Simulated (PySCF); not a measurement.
**Shapes and spin states of S(OH)₂**

All numbers come from PBE/[S def2-SVP, O def2-SVP, H def2-SVP], no relativity, density fitting, PySCF.

Relaxations began from a few typed shapes and spin states; open shells are unrestricted. The search is not exhaustive: other isomers or separated fragments can lie lower, and high-lying points may rest on an excited occupation.

| spin | group | bonds | angles | imaginary modes (cm⁻¹) | ΔE (kJ/mol) | ΔE with ZPE (kJ/mol) |
| --- | --- | --- | --- | --- | --- | --- |
| singlet | C2 | O–H 0.981 Å (×2), S–O 1.682 Å (×2) | H–O–S 106.7° (×2), O–S–O 104.5° | none | 0.0 | 0.0 |
| triplet | C2v | O–H 0.981 Å (×2), S–O 1.784 Å (×2) | H–O–S 111.0° (×2), O–S–O 156.3° | none | 158.7 | 150.9 |
| singlet | C2h | O–H 0.985 Å (×2), S–O 1.780 Å (×2) | H–O–S 108.0° (×2), O–S–O 180.0° | 381i | 202.4 | – |

The lowest minimum found is the singlet C2: O–H 0.981 Å (×2), S–O 1.682 Å (×2); H–O–S 106.7° (×2), O–S–O 104.5°.
